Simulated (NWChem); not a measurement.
# hydrogen isocyanide (CHN); SMILES [C-]#[NH+]

```xyz
3

C      0.0000     0.0000     0.7553
N      0.0000     0.0000    -0.4288
H      0.0000     0.0000    -1.4413
```
Atoms are numbered in this order, from 1.

Results from NWChem. Pople sets run with spherical d functions. Structure relaxed at the PBE-D3(BJ)/def2-SVP level. Vzz is the largest principal value of the second derivative of the potential at the nucleus (NWChem prints the opposite sign); η is the asymmetry. Non-relativistic.

**Question.** What does the run give for Hartree-Fock/6-31G*? Quantities: Vzz N2 (a.u.); η N2.

**Answer.** 
```yaml
Vzz N2 (a.u.): 0.198
"η N2": 0.00
```
